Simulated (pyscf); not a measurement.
Optimised with ωB97X-D3(BJ)/def2-SVP in PySCF.

PBE/def2-TZVP puts the barrier of H₃Si–SiH₂–Si:–Cl [singlet] + SiH₄ -> H₃Si–Si(SiH₃)(SiH₃)–Cl (multi-bond step; singlet surface; Si–Si, H–Si broken, Si–Si, Si–Si, H–Si formed) at 12.3 kcal/mol and the reaction energy at -45.7 kcal/mol, from the separated reactants. What do B3LYP-D3(BJ)/def2-TZVP, M06-2X/def2-TZVP, ωB97M-D3(BJ)/def2-TZVP give on the same structures?

B3LYP-D3(BJ): ΔE‡ = 16.8 kcal/mol, ΔE = -46.3 kcal/mol; M06-2X: ΔE‡ = 17.1 kcal/mol, ΔE = -45.0 kcal/mol; ωB97M-D3(BJ): ΔE‡ = 18.5 kcal/mol, ΔE = -44.2 kcal/mol. PBE's barrier lies under all of them, by 4.5 to 6.2 kcal/mol. Its reaction energy lies among theirs. Low barriers are usual for a GGA, whose delocalisation error favours stretched bonds. At the saddle there is also a short Si–Si contact that neither side keeps. This is the saddle that the search found; another between the same sides may lie lower.
